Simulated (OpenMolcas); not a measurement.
CH2S (SMILES C=S): the dipole moment, rung by rung

CH2S: 4 atoms, total charge 0, spin state singlet. SMILES: `C=S`. The shape is that of a PBE0-D4/def2-TZVP optimisation.

Quantity: the dipole moment, in D. The values are calculated.

**What was measured.** NIST CCCBDB gives the dipole moment of the gas as 1.65 D.

| level | kind | program | value (D) | computed − measured | CPU time |
| --- | --- | --- | --- | --- | --- |
| HF/def2-TZVPP | Hartree–Fock | OpenMolcas | 2.09 | +0.44 | 7.4 s |
| SVWN5/def2-TZVPP | LDA | OpenMolcas | 1.62 | -0.03 | 22 s |
| BLYP/def2-TZVPP | GGA | OpenMolcas | 1.59 | -0.06 | 29 s |
| PBE/def2-TZVPP | GGA | OpenMolcas | 1.61 | -0.04 | 26 s |
| revPBE/def2-TZVPP | GGA | OpenMolcas | 1.61 | -0.04 | 29 s |
| r2SCAN/def2-TZVPP | meta-GGA | OpenMolcas | 1.75 | +0.10 | 37 s |
| BHLYP/def2-TZVPP | global hybrid | OpenMolcas | 1.82 | +0.17 | 29 s |
| M06-2X/def2-TZVPP | hybrid meta-GGA | OpenMolcas | 1.67 | +0.02 | 35 s |

Nearest: M06-2X/def2-TZVPP (+0.02 D); farthest: HF/def2-TZVPP (+0.44 D). The measured dipole is a vibrational average, so differences of a few hundredths of a debye mean little. Computed less measured by kind, in D (def2-TZVPP rows): Hartree–Fock +0.44; LDA -0.03; GGA -0.06 to -0.04; meta-GGA +0.10; global hybrid +0.02 to +0.17. Times are those of the runs behind each value, whatever else they computed, on shared processors of several kinds: orders of magnitude only.
